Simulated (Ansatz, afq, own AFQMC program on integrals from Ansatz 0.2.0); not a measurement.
## Atomization energy of BBr₃, singlet, worked out

| atom | x (Å) | y (Å) | z (Å) |
| --- | --- | --- | --- |
| B | 0.0000 | 0.0000 | 0.0000 |
| Br | 1.8968 | 0.0208 | -0.0055 |
| Br | -0.9664 | 1.6323 | -0.0058 |
| Br | -0.9304 | -1.6531 | 0.0113 |

Connectivity, by distances: Br–B(–Br)–Br.

Basis cc-pVDZ. Noble-gas cores (and the filled d shells of Ga–Kr and In–Xe) are frozen. Integrals, coupled cluster, full CI and functionals: Ansatz 0.2.0; the random walks run on the same integrals in our own AFQMC program. The CISD trial takes its coefficients from CCSD amplitudes. Released means that phaseless walkers are propagated on without the constraint, phases kept. ± is one standard error of the sampling. No spin–orbit coupling.

Total energies in eV. CBS is CCSD(T) at the limit of def2-TZVPP/QZVPP (extrapolated itself); the highest rung of each member is named.

Cautions: inner d shell frozen; no relativity below Rb; no spin-orbit coupling; BBr₃ (singlet): the released value is read at 0.90 1/Eh (meV from the phaseless value at times in 1/Eh: -3 ± 9 at 0.21, -6 ± 8 at 0.42, 1 ± 8 at 0.63, -5 ± 8 at 0.90).

```json
{"member": "B (doublet)", "count": "+1", "CCSD(T)/cc-pVDZ": "-669.1119", "highest rung in cc-pVDZ": "-669.1218", "which": "FCI", "CCSD(T)/CBS": "-669.4648"}
{"member": "Br (doublet)", "count": "+3", "CCSD(T)/cc-pVDZ": "-70000.6354", "highest rung in cc-pVDZ": "-70000.6438", "which": "FCI", "CCSD(T)/CBS": "-70005.1209"}
{"member": "BBr₃, singlet", "count": "-1", "CCSD(T)/cc-pVDZ": "-210681.9245", "highest rung in cc-pVDZ": "-210681.9754 ± 0.0085", "which": "released AFQMC", "CCSD(T)/CBS": "-210696.7313"}
```

Q: Work out the best estimate of the atomization energy: the CCSD(T)/CBS difference plus the step from CCSD(T) to the highest rung.

A: Sums with the counts: CCSD(T)/CBS 11.9038 eV, highest rung 10.9222 eV, CCSD(T)/cc-pVDZ 10.9064 eV. The step is 10.9222 − 10.9064 = 0.0158 eV, so the best estimate is 11.9038 + (0.0158) = 11.9196 eV = 1150.1 kJ/mol, with sampling noise 0.008 eV. The step is under twice that noise, so its sign is open. The basis set is worth 0.997 eV of it. Zero-point, core-correlation and spin–orbit terms aren't in it. Past Ne the Hartree–Fock part of each CBS total tends to overshoot, since the cores don't follow the formula; that largely cancels in the difference.

Best estimates are given only where the step beyond CCSD(T) is under 0.3 eV and no member's determinant is very poor (T1 over 0.05, or 0.07 for open shells, ⟨S²⟩ too high by 0.3, two states mixed), so the hardest cases are missing from such tables.

Each member of a difference takes its own highest rung, so a best estimate needn't equal the limit plus the step of one row. A walk keeps the symmetry of its determinant, which the program's search chose and which needn't be the lowest solution, so a lower state of the same spin and another symmetry isn't excluded. Released energies are given only where the last usable release times agree within the noise; a slower fall can still hide under it.
